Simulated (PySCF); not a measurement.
# What binds CN: the parts of the energy along the bond

State: ²Σ⁺, doublet, unpaired electrons σ ↑. ROHF-based CCSD(T) in PySCF 2.14 with C cc-pVTZ, N cc-pVTZ and C cc-pVQZ, N cc-pVQZ (frozen core orbitals: 2; no relativity). Correlation energies are extrapolated as n⁻³ (n = 3, 4), Hartree–Fock as (n+1)·exp(−9√n). CV is the change on freezing 0 orbitals instead, in C cc-pwCVTZ, N cc-pwCVTZ. SR is the spin-free X2C energy in C cc-pVTZ-DK, N cc-pVTZ-DK less the non-relativistic one in C cc-pVTZ, N cc-pVTZ. All energies in eV from C + N.

| R (Å) | HF/CBS | CCSD corr. | (T) | CV | SR | total |
| --- | --- | --- | --- | --- | --- | --- |
| 1.0260 | -2.904 | -3.014 | -0.3008 | -0.0863 | 0.0024 | -6.303 |
| 1.0726 | -3.578 | -3.199 | -0.3464 | -0.0706 | 0.0043 | -7.190 |
| 1.1192 | -3.812 | -3.396 | -0.3951 | -0.0570 | 0.0057 | -7.655 |
| 1.1659 | -3.718 | -3.602 | -0.4468 | -0.0452 | 0.0067 | -7.805 |
| 1.2125 | -3.381 | -3.813 | -0.5007 | -0.0348 | 0.0072 | -7.722 |
| 1.2708 | -2.725 | -4.076 | -0.5712 | -0.0236 | 0.0075 | -7.388 |
| 1.3291 | -1.905 | -4.330 | -0.6446 | -0.0140 | 0.0075 | -6.886 |

A fit to the total gives Re = 1.1702 Å, De = 7.806 eV, ωe = 2083.4 cm⁻¹, Be = 1.905 cm⁻¹ (masses 12.0000 and 14.0031 u).

Task: At R = 1.1659 Å the CCSD correlation energy is -0.328960 hartree in the smaller basis and -0.345452 in the larger. Extrapolate it.

Result: (4³·E4 − 3³·E3)/(4³ − 3³) = -0.35749 hartree; the larger basis holds 96.6 % of it.

The T1 diagnostic is 0.057, large enough to doubt a single reference. The state was picked by a PBE0 search and need not be the measured ground state. Spin–orbit coupling, excitations beyond (T) and corrections to the Born–Oppenheimer picture are left out.
